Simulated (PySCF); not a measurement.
Molecule: `InChI=1S/C5H9N/c1-4(2)5-3-6-5/h5-6H,1,3H2,2H3/t5-/m0/s1`.

Molfile (atoms numbered from 1):
```
C5H9N
     RDKit          3D

 15 15  0  0  0  0  0  0  0  0999 V2000
   -1.1895   -1.1960    0.2753 C   0  0  0  0  0  0  0  0  0  0  0  0
   -0.7666    0.0611    0.0986 C   0  0  0  0  0  0  0  0  0  0  0  0
   -1.6440    1.1391   -0.4629 C   0  0  0  0  0  0  0  0  0  0  0  0
    0.6165    0.5025    0.4367 C   0  0  2  0  0  0  0  0  0  0  0  0
    1.7278    0.2154   -0.5109 C   0  0  0  0  0  0  0  0  0  0  0  0
    1.6734   -0.4161    0.7936 N   0  0  0  0  0  0  0  0  0  0  0  0
   -0.5542   -1.9710    0.7134 H   0  0  0  0  0  0  0  0  0  0  0  0
   -2.2013   -1.4978   -0.0067 H   0  0  0  0  0  0  0  0  0  0  0  0
   -1.2097    1.5534   -1.3879 H   0  0  0  0  0  0  0  0  0  0  0  0
   -1.7331    1.9792    0.2457 H   0  0  0  0  0  0  0  0  0  0  0  0
   -2.6540    0.7695   -0.6862 H   0  0  0  0  0  0  0  0  0  0  0  0
    0.6558    1.4570    0.9793 H   0  0  0  0  0  0  0  0  0  0  0  0
    2.5329    0.9437   -0.6592 H   0  0  0  0  0  0  0  0  0  0  0  0
    1.4739   -0.3774   -1.3974 H   0  0  0  0  0  0  0  0  0  0  0  0
    1.3574   -1.3810    0.7123 H   0  0  0  0  0  0  0  0  0  0  0  0
  1  2  2  0
  2  3  1  0
  2  4  1  0
  4  5  1  0
  5  6  1  0
  6  4  1  0
  1  7  1  0
  1  8  1  0
  3  9  1  0
  3 10  1  0
  3 11  1  0
  4 12  1  1
  5 13  1  0
  5 14  1  0
  6 15  1  0
M  END
```

Geometry PBE0-D3(BJ)/def2-SVP throughout; GIAO in PySCF 2.14.0 with density-fitted response routines, gas phase, one conformer, non-relativistic; equivalent atoms averaged; basis pcSseg-1.

For orientation, WP04 gives these absolute shieldings σ: C2 17.1, C1 62.8, C5 140.8, N6 225.2, H7 27.21, H9/H10/H11 29.69, H13 29.99, H14 30.53, H15 31.22 ppm.

A run gave: C2 35.9, C1 84.7, C5 152.0, N6 238.5, H7 26.79, H9/H10/H11 29.21, H13 29.57, H14 30.17, H15 31.08 ppm (absolute shieldings σ).

Question: Which functional was used in that run?
A. B97-2
B. KT2
C. wB97X-D
D. PBE
E. BHandHLYP

Answer: B. C1 tells them apart best: KT2 gives 84.7, wB97X-D gives 74.1, B97-2 gives 77.2, BHandHLYP gives 73.4, PBE gives 74.4 ppm.
